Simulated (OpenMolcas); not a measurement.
## AlSiH4Cl (SMILES [SiH3][AlH][Cl]): the vertical ionisation energy from total energies

AlSiH4Cl has 7 atoms, charge 0, and is taken as a singlet. As SMILES, `[SiH3][AlH][Cl]`. The shape is that of a PBE0-D4/def2-TZVP optimisation.

Both states at this one shape; open shells run unrestricted unless said. 1 Eh = 27.2114 eV.

```tsv
level	program	singlet AlSiH4Cl (Eh)	doublet AlSiH4Cl+ (Eh)	HOMO of the first (eV)
HF/aug-cc-pVDZ	OpenMolcas	-992.746316	-992.401006	-10.39
TPSS/aug-cc-pVDZ	OpenMolcas	-994.654148	-994.301285	-6.86
r2SCAN/aug-cc-pVDZ	OpenMolcas	-994.491914	-994.136946	-6.96
```

Task: Work out the vertical ionisation energy at each level.

Result: 
1. HF/aug-cc-pVDZ: -992.401006 − (-992.746316) = 0.345310 Eh = 9.40 eV; −ε(HOMO) = 10.39 eV.
2. TPSS/aug-cc-pVDZ: -994.301285 − (-994.654148) = 0.352863 Eh = 9.60 eV; −ε(HOMO) = 6.86 eV.
3. r2SCAN/aug-cc-pVDZ: -994.136946 − (-994.491914) = 0.354968 Eh = 9.66 eV; −ε(HOMO) = 6.96 eV.

No measured value is set beside it here; the levels span 9.40 to 9.66 eV. In Hartree–Fock, −ε(HOMO) (Koopmans) exceeds the difference of totals by the orbital relaxation of the ion. In semi-local functionals −ε(HOMO) lies far under the ionisation energy, a result of self-interaction, while the difference of totals does much better. Hartree–Fock favours the state with fewer electron pairs, since it lacks pair correlation.
